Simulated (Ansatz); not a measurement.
Candidate structures of GaP, relaxed level by level: GaP (R-3m, No. 166; start mp-1018275; another space group than a measured phase of this formula); GaP (model structure, from the NiAs type, P6₃/mmc, No. 194); GaP (model structure, from the WC type, P-6m2, No. 187); zinc-blende GaP. Levels: PBEsol in Ansatz (PAW), r²SCAN in Ansatz (PAW).

Which structure has the lowest energy at each level, and how far above it lie the others?

Lowest: PBEsol, zinc-blende GaP; r²SCAN, zinc-blende GaP. Energies above the lowest of these candidates, meV/atom:

```
structure                                                                                         PBEsol  r²SCAN
------------------------------------------------------------------------------------------------  ------  ------
zinc-blende GaP                                                                                        0       0
GaP (R-3m, No. 166; start mp-1018275; another space group than a measured phase of this formula)     128     151
GaP (model structure, from the NiAs type, P6₃/mmc, No. 194)                                          382     538
GaP (model structure, from the WC type, P-6m2, No. 187)                                              485     672
```

All these levels agree on the lowest structure.

A measured cell is on file for: zinc-blende GaP.

Static-lattice energies; unlike cells have unlike k meshes, which leaves some meV/atom of uncertainty, and other structures than these can lie lower.

Note: the relaxation could not lower the start's symmetry, so the cell can be a saddle point above a distorted one.

A model structure was made by putting elements into a prototype or built by hand; it is no filed structure, need not be a known phase, and can be a saddle point held by its symmetry.

A start named mp-… is a Materials Project structure, which can be a computed phase never made.

Ansatz is a quantum-chemistry and plane-wave program.
